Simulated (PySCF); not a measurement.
Gas-phase reaction: N2H2 + trisilylamine → 3 H2SiNH + H2

Energies from PySCF, thermal terms from the rigid-rotor harmonic-oscillator model, ideal gas at 1 bar. † marks an energy on the PBE0/def2-TZVP geometry and frequencies; other levels use their own. MP2 freezes the core. All species are closed-shell singlets. B3LYP is the form with VWN-RPA correlation. H2SiNH: computed as isolated molecules; such fragments, hydroxides, amides, oligomers or adducts are transient or little studied in the gas. MP2 isn't extrapolated to the basis-set limit; its ΔH°(298 K) is 406.2 kJ in def2-SVP and 363.2 kJ in def2-TZVPP. The harmonic model lacks anharmonicity and excited electronic states, which grow with temperature; levels with a mode under 35 cm⁻¹ are left out. Internal rotation in trisilylamine is treated as a harmonic vibration of one conformer, which makes the entropy rough.

| level | ΔE electronic, kJ | ΔH°(298 K), kJ | ΔS°(298 K), J/K | ΔG°(1200 K), kJ |
|---|---|---|---|---|
| B3LYP/def2-TZVP† | 372 | 349 | 283 | 5 |
| HF/def2-TZVP† | 492 | 468 | 283 | 125 |
| M06-2X/def2-TZVP† | 430 | 406 | 283 | 62 |
| MP2/def2-TZVPP† | 387 | 363 | 283 | 19 |
| PBE/def2-SVP | 398 | 376 | 274 | 44 |
| PBE0/def2-SVP† | 458 | 434 | 283 | 90 |
| PBE0/def2-TZVP | 419 | 395 | 283 | 51 |
| r2SCAN/def2-TZVP† | 395 | 372 | 283 | 28 |
| LDA/def2-TZVP† | 415 | 392 | 283 | 48 |
| ωB97X-V/def2-TZVP† | 454 | 431 | 283 | 87 |
ΔH° is lowest at B3LYP/def2-TZVP† and highest at HF/def2-TZVP†. No reference value is set beside these.
